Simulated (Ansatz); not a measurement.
**CO2 (carbon dioxide): from total energies to a heat of formation**

CO2 has 3 atoms, charge 0, and is taken as a singlet. SMILES: `O=C=O`. The coordinates come from a PBE0-D4/def2-TZVP relaxation.

```xyz
3

O     0.3716   -1.0919    0.0882
C     0.0001    0.0001    0.0001
O    -0.3718    1.0918   -0.0883
```

Total energies at MP2/cc-pVTZ, 3 core orbitals frozen (Ansatz 0.2.0); the atoms run unrestricted:

| species | state | energy (Eh) |
| --- | --- | --- |
| CO2 | singlet | -188.307738 |
| O | triplet | -74.954902 |
| C | triplet | -37.758488 |

Harmonic wavenumbers at PBE0-D4/def2-TZVP, in cm⁻¹: 688, 688, 1394, 2454.

Measured heats of formation of the gaseous atoms at 298.15 K, in kJ/mol: O 249.2, C 716.9. Spin-orbit lowering of the atoms at 298 K (mean of the ground term's levels less their thermal mean, from spectra), in kJ/mol: O 0.40, C 0.02. Take 1 Eh = 2625.50 kJ/mol, 1 cm⁻¹ = 0.0119627 kJ/mol, RT = 2.479 kJ/mol.

Task: What heat of formation follows?

Result: 
1. Electronic atomisation energy: 2 × (-74.954902) + (-37.758488) − (-188.307738) = 0.639446 Eh = 1678.9 kJ/mol.
2. Zero-point energy: half the sum of the wavenumbers, 2612 cm⁻¹ = 31.2 kJ/mol.
3. Thermal vibrational enthalpy, Σ hcν̃/(exp(hcν̃/kT) − 1): 0.6 kJ/mol. Translation, rotation and pV of a linear molecule: 3.5 RT = 8.7 kJ/mol.
4. The 3 free atoms carry 5/2 RT each: 18.6 kJ/mol.
5. Spin-orbit coupling lowers the free atoms by 2 × 0.40 + 0.02 = 0.8 kJ/mol.
6. Atomisation enthalpy at 298 K: 1678.9 − 0.8 − 31.2 − 0.6 − 8.7 + 18.6 = 1656.2 kJ/mol.
7. Sum of the atoms' heats of formation: 1215.3 kJ/mol. Heat of formation: 1215.3 − 1656.2 = -440.9 kJ/mol.

The tabulated value is -393.5 kJ/mol (Active Thermochemical Tables), so this level is off by -47.4 kJ/mol, or 2.9 % of the atomisation enthalpy that the table implies (1608.8 kJ/mol). Anharmonicity and any spin-orbit splitting of the molecule are left out, and so is core correlation.
